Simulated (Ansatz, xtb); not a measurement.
CH2FS: which of two conformers lies lower

We compare a, `F[CH]S`, a doublet, with b, `F[CH]S`, a doublet. Both are isolated molecules in the gas phase, relaxed with r2SCAN-D4/def2-TZVP.

a (Å):

```xyz
5

C    -0.0411   -0.3525    0.7810
F    -0.0293    0.8127    1.4544
S    -0.9793   -0.2733   -0.6895
H    -0.8505   -1.5841   -0.9536
H     0.9039   -0.8876    0.8270
```

b (Å):

```yaml
atoms:
  - { symbol: C, position_ang: [-0.2368, -0.4984, -0.7419] }
  - { symbol: F, position_ang: [-1.5176, -0.9233, -0.6917] }
  - { symbol: S, position_ang: [0.3500, 0.4958, 0.5421] }
  - { symbol: H, position_ang: [0.1042, -0.2764, -1.7478] }
  - { symbol: H, position_ang: [0.0526, -0.3545, 1.5462] }
```

Question: Which of the two would you expect CCSD(T)/def2-TZVP electronic energies to favour?

Answer: Structure b; the calculation gives E(b) − E(a) = −1.87 kcal/mol.

Level by level:

| level | geometry | E(b) − E(a) (kcal/mol) | departure from the last row (kcal/mol) | job, with rough time for the two |
| --- | --- | --- | --- | --- |
| r2SCAN-D4/def2-TZVP | r2SCAN-D4/def2-TZVP | −2.24 | −0.37 | optimisation, 1.8 min |
| HF/def2-TZVP | r2SCAN-D4/def2-TZVP | −1.64 | +0.22 | part of the CCSD(T) run |
| MP2/def2-TZVP | r2SCAN-D4/def2-TZVP | −2.02 | −0.15 | part of the CCSD(T) run |
| CCSD(T)/def2-TZVP | r2SCAN-D4/def2-TZVP | −1.87 |  | single point, 69 s |

None of the levels shown reverses the order. The largest departure from CCSD(T)/def2-TZVP is that of r2SCAN-D4/def2-TZVP, 0.37 kcal/mol. Levels run at GFN2-xTB geometries aren't shown.

With harmonic frequencies from r2SCAN-D4/def2-TZVP (ideal gas, rigid rotor, one conformer each, 298.15 K, 1 atm): the zero-point term adds +0.09 kcal/mol; ΔH is −1.92 and ΔG −1.50 kcal/mol.

Open shells are spin-unrestricted. The correlated steps freeze 7 core orbitals. Run with Ansatz 0.2.0; the last row on 2 threads of Intel(R) Xeon(R) Processor @ 2.50GHz (Skylake/Cascade Lake) on a shared host.
